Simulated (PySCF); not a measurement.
Compound: C3H8N (charge +1).
InChI=1S/C3H8N/c1-4(2)3/h1H2,2-3H3/q+1

The closed-shell ground state was solved at several levels (PySCF, density fitting, gas phase, non-relativistic). Isolated species at its PBE0-D3(BJ)/def2-SVP geometry, gas phase.

| level | basis functions | HOMO (eV) | LUMO (eV) | gap (eV) |
| --- | --- | --- | --- | --- |
| B3LYP/pcJ-1 | 188 | -15.00 | -7.57 | 7.43 |
| PBE0/pcSseg-2 | 256 | -15.18 | -7.31 | 7.87 |
| CAM-B3LYP/def2-SVPD | 144 | -16.61 | -6.13 | 10.48 |

What might PBE0/pcSseg-1 (108 basis functions) give for the same quantities?

HOMO -15.22 eV, LUMO -7.32 eV, gap 7.90 eV.

Over all these levels, which gives the widest orbital gap and which the narrowest?

CAM-B3LYP/def2-SVPD (range-separated hybrid) has the widest, 10.48 eV, and B3LYP/pcJ-1 (global hybrid, 20 % exact exchange) the narrowest, 7.43 eV. Functional and basis both differ between the two, so the spread mixes both effects.
